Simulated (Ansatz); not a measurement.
in.yaml

```yaml
crystal:
  periodic: [false, false, false]
  atoms:
    - {symbol: H, position_ang: [-2.080284, 0.059434, 0.000000]}
    - {symbol: H, position_ang: [-1.387284, 0.059434, 0.000000]}
    - {symbol: N, position_ang: [0.214716, 0.059434, 0.000000]}
    - {symbol: H, position_ang: [0.483798, -0.944792, 0.000000]}
basis:
  gaussian: {orbitals: cc-pVDZ}
magnetization: {spin_polarized: true, initial_magnetization: 2}
correlation: {method: mp2, electrons: outside_noble_gas}
```

```sh
$ ansatz run in.yaml --threads 1 --pin off --events-out ev --progress --plain --max-ram 2393MiB
```

Output:

```
265 factors; integrals over basis functions are off by at most 1.5e-3 eV
mean field evaluation 1: about -1524.9286 eV, gradient 9.3e0 eV
mean field evaluation 2: about -1524.9283 eV, gradient 9.3e0 eV
mean field evaluation 4: about -1525.6872 eV, gradient 9.2e-1 eV
mean field evaluation 8: about -1525.6977 eV, gradient 4.1e-4 eV
mean field -1525.69773404 eV, -56.0683575708 hartree, gradient 3.0e-6 eV, S^2 2.017371; 0 other end points of the search recorded, 0 dependent functions left out
1 core orbitals not correlated: weight in the atoms' cores, before any rotation towards them, 1.000 or more for the frozen orbitals, at most 0.000 for the correlated occupied ones
reference -1525.69773404 eV, -56.0683575708 hartree; 5, 3 occupied and 23, 25 virtual orbitals, 265 factors
second order -3.69659557 eV of doubles, -0.00000000 eV of singles
Total energy: -1529.39432961 eV, -56.2042049525 hartree
```

Ran on 1 thread of Arm Neoverse V1, shared host: 0.12 s wall, 0.06 GiB peak host memory.
